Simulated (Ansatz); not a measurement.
`CC(F)OCF` → `[CH]F` + `CC(O)F` at 400 K and 1 bar (formal loss of a carbene).

Computed with Ansatz on PBE0-D4/def2-TZVP structures; ΔE is electronic, products minus reactants. CCSD(T)/CBS adds triple-zeta CCSD(T) − MP2 to the extrapolated MP2 energy (def2 sets, frozen cores). This one scheme is used for every species. One conformer a species, not always the lowest.

```csv
species,CCSD(T)/CBS energy (Eh),H − E (kJ/mol),S (J/(mol·K))
`CC(F)OCF`,-392.52005,278.9,371.4
`[CH]F`,-138.29972,46.3,233.5
`CC(O)F`,-254.08332,214.6,309.8
```

H − E and S are ideal-gas, rigid-rotor, harmonic terms from PBE0-D4/def2-TZVP, for one conformer and one mirror image of each species. 1 Eh = 2625.50 kJ/mol, R = 8.31446 J/(mol·K).

Question: By hand: ΔE, ΔH, ΔS and ΔG.

Answer: ΔE = (-138.29972) + (-254.08332) − (-392.52005) = 0.13701 Eh = 359.7 kJ/mol. Δ(H − E) = 46.3 + 214.6 − 278.9 = -18.0, so ΔH = 341.7 kJ/mol. ΔS = 233.5 + 309.8 − 371.4 = 171.9 J/(mol·K). ΔG = 341.7 − 400 × (171.9)/1000 = 272.9 kJ/mol.

Question: By hand: the equilibrium constant, and the temperature at which ΔG would vanish if ΔH and ΔS stayed fixed.

Answer: log₁₀ K = −ΔG/(RT ln 10) = -35.6. ΔG = 0 at ΔH/ΔS = 1988 K.

The number of gas molecules changes by +1, which sets the sign of ΔS. A doubt of 5 kJ/mol in ΔE shifts log₁₀ K by 0.7 here. Other conformers and mirror images would add mixing entropy, several J/(mol·K) or more a flexible species. These are equilibria of isolated gas molecules and say nothing of rates. Largest T1 diagnostic: 0.018 (customary marks: 0.02 for closed shells, 0.045 for open ones).
